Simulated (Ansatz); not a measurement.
`F/C=C\CF`, charge 0, multiplicity 1.

(1) Give a relaxed structure at PBE0-D4/def2-TZVP (the Gaussian-basis code of Ansatz). (Best estimate.)

Answers

(1) Ansatz gave: 
Cartesian coordinates in Å:
```
F 0.503 -1.776 -0.914
C 0.941 -0.515 -0.871
C 0.341 0.424 -0.162
C -0.873 0.215 0.667
F -0.628 0.618 1.972
H 1.823 -0.367 -1.483
H 0.771 1.418 -0.193
H -1.169 -0.835 0.685
H -1.709 0.818 0.298
```
This is one stationary point; other conformers may exist.
